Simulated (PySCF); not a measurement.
Start geometry of `C=C(Cl)SC` from GFN2-xTB (Å):
```
atom  x, y, z in Å
C1    -2.1716   -0.0935    0.3744
C2    -0.8574   -0.2669    0.3687
Cl3   -0.1674   -1.8493    0.2629
S4     0.2490    1.1031    0.5060
C5     1.8636    0.3737    0.1104
H6    -2.5817    0.8978    0.4357
H7    -2.8548   -0.9212    0.3234
H8     1.8314   -0.0730   -0.8781
H9     2.1283   -0.3639    0.8615
H10    2.5697    1.1980    0.1276
```

Problem. What comes out of this run: PBE0-D3(BJ)/def2-SVP geometry optimisation, gas phase (PySCF 2.14.0)?

Solution. 
```
atom  x, y, z in Å
C1    -2.0888   -0.1043    0.3064
C2    -0.8060   -0.3273    0.6062
Cl3   -0.2295   -1.9561    0.8515
S4     0.3307    0.9781    0.9071
C5     1.7847    0.4234   -0.0114
H6    -2.4282    0.9155    0.1150
H7    -2.8092   -0.9234    0.2657
H8     1.5777    0.3584   -1.0886
H9     2.1312   -0.5473    0.3687
H10    2.5609    1.1806    0.1657
```

The energy falls by 8.2 kJ/mol over 8 energy and gradient evaluations, the largest force component goes from 0.0144 to 4.0e-04 Eh/bohr, and the atoms move by 0.364 Å rms after alignment. Among the bonds, C2–Cl3, C1–H6 and C1–H7 change most and about equally (+0.016 to +0.017 Å). Bonds longer at the end by more than 0.005 Å: 7 of 9; shorter: 2. Among the dihedrals that turn most is Cl3–C2–S4–C5, from 12° to 49°. Rotational constants go from 4315, 2743, 1705 to 4388, 2504, 1739 MHz. The orientation of the end geometry is arbitrary; only internal coordinates are fixed.

The run used 103 basis functions and 56 SCF cycles in all. Time: 27 s wall. Hardware: Arm Neoverse V2, one thread, shared host.

Stationary, but not proved a minimum. One conformer, not necessarily the lowest.
